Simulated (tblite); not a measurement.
Species: C4H11PS.
Structure used (GFN2-xTB), in Å, numbered top down from 1:
```xyz
17
C4H11PS angstrom
C     -2.5117    0.2465   -0.0726
C     -1.1320   -0.1786    0.4114
C     -0.1060   -0.1461   -0.7167
P      1.5351   -0.7164   -0.1018
C      2.2212    0.6763    0.8720
S      1.5667   -2.4329    0.7812
H     -2.4855    1.2653   -0.4548
H     -2.8563   -0.4104   -0.8678
H     -3.2293    0.2042    0.7427
H     -0.8099    0.4845    1.2190
H     -1.1747   -1.1935    0.8152
H     -0.4038   -0.8314   -1.5166
H     -0.0065    0.8573   -1.1375
H      2.3004   -0.6236   -1.2737
H      2.1798    1.6093    0.3145
H      3.2535    0.4378    1.1265
H      1.6520    0.7637    1.7974
```

Computed values, GFN2-xTB/tblite, gas phase, harmonic and unscaled. Errors from tens to a few hundred cm⁻¹ against measured bands are possible. Modes of hydrogen on phosphorus can be 10 to 20 % off. One conformer, not necessarily the lowest.

Harmonic wavenumbers (cm⁻¹): 56.3, 66.9, 131.0, 152.5, 204.3, 221.4, 242.2, 285.0, 370.3, 639.8, 708.0, 728.7, 751.9, 780.8, 806.2, 847.0, 903.5, 942.4, 949.4, 1002.2, 1083.4, 1112.3, 1201.8, 1209.4, 1264.8, 1306.0, 1337.5, 1408.2, 1416.7, 1425.7, 1429.9, 1486.7, 1501.2, 1501.9, 2194.8, 2934.8, 2948.2, 2960.4, 2975.8, 2994.0, 2998.7, 3012.8, 3028.2, 3039.1, 3046.4.

A = 3277, B = 1321, C = 1085 MHz; mass 122.032 u (most abundant isotopes); point group C1, symmetry number 1.

Q: Zero-point energy?

A: ½Σν̃ = 30804 cm⁻¹ = 368.50 kJ/mol.

Q: Give the ideal-gas entropy at 500 K and 1 bar in the rigid-rotor, harmonic-oscillator model (classical rotation).

A: Translation 179.52, rotation 126.18, vibration 177.62: S = 483.3 J/(mol K).

Q: And Cp and H(500 K) − H(0)?

A: Cp = 205.00 J/(mol K), of which vibrations give 171.74 (their classical limit is 45 R = 374.2); H(500 K) − H(0) = 61.50 kJ/mol without the zero-point energy, 44.88 from vibrations.

Q: What must be added to the electronic energy to get the Gibbs energy at 500 K and 1 bar?

A: ZPE + [H(500 K) − H(0)] − T·S = 368.50 + 61.50 − 241.66 = 188.34 kJ/mol.

Q: Which modes carry the vibrational entropy at 500 K?

A: 56.3 cm⁻¹: 23.46; 66.9 cm⁻¹: 22.03; 131.0 cm⁻¹: 16.48; 152.5 cm⁻¹: 15.23; 204.3 cm⁻¹: 12.85; 221.4 cm⁻¹: 12.20 J/(mol K); the other 39 give 75.38 together.

Q: How do the functions run with temperature in this model?

A: 
```csv
T (K),S (J/(mol K)),Cp (J/(mol K)),H − H(0) (kJ/mol),G − H(0) (kJ/mol),ln q(vib)
150,318.2,91.6,9.49,-38.23,2.71
250,372.0,122.7,20.16,-72.84,5.05
298.15,395.1,139.5,26.47,-91.31,6.14
400,441.0,174.6,42.49,-133.92,8.39
600,523.0,230.7,83.32,-230.49,12.71
900,628.0,286.6,161.57,-403.65,18.82
```

q(vib) and H(0) count from the zero-point level.

Q: Blend soft modes into free rotors: weight 1/[1 + (100 cm⁻¹/ν̃)⁴] for the oscillator and the rest for a rotor with moment μB/(μ + B), μ = h/(8π²ν), B = 10⁻⁴⁴ kg m². What vibrational entropy results?

A: 164.55 J/(mol K) in place of 177.62, which changes −T·S at 500 K by +6.54 kJ/mol.

Hindered rotation and anharmonicity are outside this model. Other conformers, if any are populated, would add a mixing term that is left out. The structure is chiral; the term R ln 2 for an equal mix with its mirror image is left out.
